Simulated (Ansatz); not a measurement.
The input, for Ansatz 0.2.0:

```yaml
crystal:
  periodic: [false, false, false]
  atoms:
    - {symbol: B, position_ang: [0.000000, 0.000000, 1.199314]}
    - {symbol: P, position_ang: [0.000000, 0.000000, -0.536099]}
    - {symbol: H, position_ang: [0.000000, 1.039861, 1.805269]}
    - {symbol: H, position_ang: [0.000000, -1.039862, 1.805269]}
basis:
  gaussian: {orbitals: 6-31G}
total_charge: 1
magnetization: {spin_polarized: true, initial_magnetization: 1}
hamiltonian: {xc: hf}
output: {orbitals: {seedname: orbitals}}
```

```sh
$ ansatz run in.yaml --threads 1 --pin off --events-out ev --progress --plain --max-ram 2816MiB --backend cpu
```

Output:

```
330 factors; integrals over basis functions are off by at most 2.6e-4 eV
mean field evaluation 1: about -9962.0518 eV, gradient 1.0e1 eV
mean field evaluation 2: about -9962.0536 eV, gradient 1.0e1 eV
mean field evaluation 4: about -9963.1439 eV, gradient 1.5e0 eV
mean field evaluation 8: about -9963.2129 eV, gradient 2.9e-2 eV
mean field evaluation 16: about -9963.2129 eV, gradient 2.8e-6 eV
mean field evaluation 32: about -9955.5421 eV, gradient 1.1e1 eV
mean field evaluation 64: about -9963.2118 eV, gradient 1.1e-1 eV
mean field -9963.21288224 eV, -366.1413201142 hartree, gradient 2.8e-6 eV, S^2 0.754086; 0 other end points of the search recorded, 0 dependent functions left out
reference -9963.21288224 eV, -366.1413201142 hartree; 11, 10 occupied and 15, 16 virtual orbitals, 330 factors
Total energy: -9963.21288224 eV, -366.1413201142 hartree
```

Ran on 1 thread of AMD EPYC 7R13, shared host: 0.3 s wall, 0.19 GiB peak host memory.
